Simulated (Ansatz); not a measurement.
# CHN (singlet): from Hartree-Fock to the top rungs, cc-pVTZ

The task here is to estimate one member of a computed series from the others.

The runs use Ansatz 0.2.0, Gaussian basis; cc-pVTZ, core rule «outside noble gas», up to 2 orbitals frozen.

To be run: UHF; CCSD(T) on RHF; CCSDT(Q) on RHF; CCSDTQ on RHF.

### What is computed

The geometry is an MP2(full)/6-31G* stationary point (not a proven minimum).

3 atoms, charge 0, spin multiplicity 1.

Atoms are counted from 1 here; the program's logs count them from 0.

Bond lengths: C1–N2 1.176 Å, C1–H3 1.069 Å. Angles: N2–C1–H3 180.0°.

Set-up of the first run:

The input, in.yaml:

```yaml
crystal:
  periodic: [false, false, false]
  atoms:
    - {symbol: C, position_ang: [0.000000, 0.000000, 0.035736]}
    - {symbol: N, position_ang: [0.000000, 0.000000, -1.140472]}
    - {symbol: H, position_ang: [0.000000, 0.000000, 1.104735]}
basis:
  gaussian: {orbitals: cc-pVTZ}
magnetization: {spin_polarized: true, initial_magnetization: 0}
hamiltonian: {xc: hf}
output: {orbitals: {seedname: orbitals}}
```

Run with:

```sh
> ansatz run in.yaml --threads 1 --pin off --events-out ev --progress --plain --max-ram 3956MiB --backend cpu
```

Among the steps run: UHF; CCSD(T) on RHF; CCSDT(Q) on RHF; CCSDTQ on RHF.

One of the session's tables, all rows but one given; the rest of the session is left out.

```
   method  from RCCSDTQ (kcal/mol)
      RHF                  +233.73
     RMP2                        ?
    RCCSD                   +12.50
 RCCSD(T)                    +0.82
   RCCSDT                    +0.95
RCCSDT(Q)                    -0.14
  RCCSDTQ                        0
```

Q: Estimate the row for RMP2 from the others.

As computed: from RCCSDTQ (kcal/mol): +14.17. In the column «from RCCSDTQ (kcal/mol)» it lies between RCCSD (+12.50) and RHF (+233.73).
